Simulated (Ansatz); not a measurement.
B–CH2⁺, quintet: the ladder up to full CI

Geometry: that of the B–CH2, quartet, kept fixed. The triplet lies 7.6 eV lower here.

```xyz
4

B     0.0000    0.0000    0.8988
C     0.0000    0.0000   -0.6066
H     0.0000   -0.9127   -1.2064
H     0.0000    0.9127   -1.2064
```

Basis 6-31G; Ansatz 0.2.0. Only valence electrons are correlated (noble-gas cores frozen), which leaves 8 electrons in 20 orbitals. Prefix R: restricted or restricted open-shell reference; prefix U: unrestricted. Active spaces: valence = (8e, 10o) chosen from the atoms' valence shells.

Full CI is exact within this basis and frozen core; it isn't the basis-set limit. The frozen core follows each run's orbitals, which can shift R against U totals by a few meV.

For open shells CISD and CISDTQ are restricted-active-space CI with the open shells as a complete middle space.

The UHF ⟨S²⟩ is 6.004. The T1 diagnostic (RCCSD) is 0.0179 and the largest doubles amplitude (RCCSD) is 0.042. The T1 diagnostic (UCCSD) is 0.0150.

| level | E − E(full CI) (meV) | share of correlation (%) | wall time |
| --- | --- | --- | --- |
| RHF | 2463 | 0.00 | – |
| UHF | 2410 | 2.17 | – |
| RMP2 | 607 | 75.38 | – |
| UMP2 | 602 | 75.56 | – |
| CISD | 103 | 95.83 | 0.72 s |
| RCCSD | 58 | 97.65 | – |
| UCCSD | 56 | 97.72 | – |
| RCCSD(T) | 16 | 99.36 | 0.69 s |
| UCCSD(T) | 15 | 99.40 | 0.66 s |
| BCCD(T) | 16 | 99.34 | 0.84 s |
| RCCSDT | 2 | 99.92 | – |
| UCCSDT | 1 | 99.96 | – |
| CISDTQ | 1 | 99.95 | 14 s |
| RCCSDT(Q) | 0 | 100.00 | 2.4 s |
| UCCSDT(Q) | -1 | 100.04 | 2.3 s |
| RCCSDTQ | 0 | 100.01 | 19 s |
| CASSCF (valence space) | 788 | 68.03 | – |
| NEVPT2 (valence space) | 209 | 91.53 | 1.8 s |
| MRCISD (valence space) | 25 | 98.99 | – |
| MRCISD+Q (valence space) | 12 | 99.49 | 4 s |
| MRCISD+Q(relaxed) (valence space) | -1 | 100.05 | 6 s |

The correlation energy at full CI, counted from RHF, is -2.463 eV. That run took 25 s on 1 thread of INTEL XEON PLATINUM 8581C, shared host over 1,851,648 determinants.

Times hold each run's SCF and search for its determinant on a shared host, so for small cases they say little of a method's own cost; they ran on 1 thread of INTEL XEON PLATINUM 8581C.

The full-CI state has the irrep A2 of C2v, in the program's axes.

Natural occupations of full CI about the gap: 1.969 1.962 1.005 0.994 0.992 0.988 0.023 0.023 0.013 0.010; effectively unpaired electrons, Σ n²(2−n)², 4.01.
